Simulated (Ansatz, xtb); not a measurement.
Relaxing a trial structure of C4H6+

The starting geometry of this gas-phase doublet was built from a drawn formula by distance geometry and a force field; its bonds are those of `[CH2+][C@@H]1[CH]C1`.

```xyz
10

C     0.3459    0.8221    0.6584
C     0.9402    0.4378   -0.6137
C     2.1668   -0.3129   -0.5871
C     2.1658    1.0438   -1.0890
H     0.1267    0.0567    1.4211
H     0.1261    1.8378    0.9162
H     0.1629    0.1347   -1.3313
H     2.3400   -1.1197   -1.2619
H     2.7032    1.7661   -0.4292
H     2.3281    1.2008   -2.1492
```

Problem. Predict what becomes of its bonds when it is optimised with r2SCAN-D4/def2-SVP.

Solution. A new bond forms, giving a structure given below by its coordinates. Distances that change by over a tenth: C2–C3 (1.44 → 1.67 Å). Contacts that close: C1–C3 (2.48 → 1.48 Å).

The energy falls by 2.55 eV over 18 steps:

```json
{"step": "1", "E − E(last) (eV)": "2.550"}
{"step": "3", "E − E(last) (eV)": "1.988"}
{"step": "5", "E − E(last) (eV)": "1.693"}
{"step": "7", "E − E(last) (eV)": "1.132"}
{"step": "9", "E − E(last) (eV)": "0.534"}
{"step": "10", "E − E(last) (eV)": "0.362"}
{"step": "12", "E − E(last) (eV)": "0.071"}
{"step": "14", "E − E(last) (eV)": "0.003"}
{"step": "16", "E − E(last) (eV)": "0.001"}
{"step": "18", "E − E(last) (eV)": "0.000"}
```

Final geometry (Å):

```xyz
10

C     0.7487    0.4665    0.5432
C     0.6357    0.7985   -0.8992
C     1.9362    0.0040   -0.2179
C     2.0556    1.1248   -1.1839
H     0.0652   -0.2575    1.0038
H     0.9506    1.3489    1.1866
H    -0.0931    0.3863   -1.6078
H     2.2368   -1.0372   -0.3873
H     2.3934    2.0756   -0.7201
H     2.4766    0.9571   -2.1830
```

From the same start GFN2-xTB ends elsewhere, at `[CH2]/C=C\[CH2+]`.

The end wasn't checked by frequencies. Open shells are spin-unrestricted. Run with Ansatz 0.2.0, 75 s on 2 threads of Arm Neoverse V1, on a shared host.
